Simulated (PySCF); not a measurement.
Species: cyclopentanethiol, C₅H₁₀S.
SMILES with atom numbers: `[SH:1][CH:2]1[CH2:3][CH2:4][CH2:5][CH2:6]1`

Structure used (GFN2-xTB), in Å, numbered top down from 1:
```
atom  x, y, z in Å
S1     2.2698    0.7110   -0.4393
C2     1.0828   -0.4646    0.3185
C3     0.1302    0.2254    1.2873
C4    -1.0034    0.7665    0.4062
C5    -0.9878   -0.0811   -0.8821
C6     0.1544   -1.0917   -0.7145
H7     1.3532    1.5085   -0.9777
H8     1.7296   -1.1943    0.8067
H9    -0.2548   -0.5192    1.9868
H10    0.6220    1.0093    1.8615
H11   -1.9616    0.6983    0.9187
H12   -0.8330    1.8182    0.1731
H13   -1.9373   -0.5905   -1.0382
H14   -0.8102    0.5505   -1.7534
H15    0.6651   -1.3047   -1.6525
H16   -0.2266   -2.0326   -0.3125
```

NICS = −σ at a ghost point: NICS(0) at the centroid of the ring atoms, NICS(1) 1 Å to either side along the normal of their mean plane, zz for the tensor component along that normal. Level: GIAO PBE0/pcSseg-1 (PySCF, non-relativistic, gas phase) on the GFN2-xTB geometry, one conformer.

Ring bond lengths (Å), with Mayer bond orders in brackets: C2–C3 1.524 (0.98), C3–C4 1.534 (1.03), C4–C5 1.542 (1.02), C5–C6 1.534 (1.03), C6–C2 1.524 (0.98).

Problem. What do the NICS probes read (ppm)?

Solution. 
```tsv
ring	type	NICS(0)	NICS(1), two faces	NICS(1)zz, two faces	rms pucker (Å)	centre to ring atoms, mean (Å)
C2–C3–C4–C5–C6	5-membered carbocycle; formal bonds all single	-5.9	-3.9 / -5.3	-6.2 / -9.1	0.17	1.29
```

Problem. What can be read from them?

Solution. 
- C2–C3–C4–C5–C6: mean NICS(1)zz -7.7 ppm, shielded. C2, C3, C4, C5, C6 have four or more neighbours; no verdict on aromaticity is drawn. A hydrogen on S1, outside the ring, lies only 1.46 Å from a NICS(1) probe, which then mostly feels that atom.

Problem. What are the shieldings of the ring atoms and their hydrogens in the same run (means over atoms taken as equivalent)?

Solution. 
```tsv
atoms	environment	σ isotropic (ppm)
C2	sp3 carbon bound to sulfur	138.8
C3 (×2)	ring CH2 carbon	146.6
C4 (×2)	ring CH2 carbon	164.0
H8	methine hydrogen	28.74
H9 (×2)	methylene hydrogen	29.75
H10 (×2)	methylene hydrogen	29.79
H11 (×2)	methylene hydrogen	29.93
H12 (×2)	methylene hydrogen	29.78
```

Time: 20 s wall (with the writing of density and orbital grids); peak memory 0.74 GiB. Hardware: an Arm Neoverse V2 with one thread, shared host. This is the whole shielding run at PBE0/pcSseg-1, SCF included.
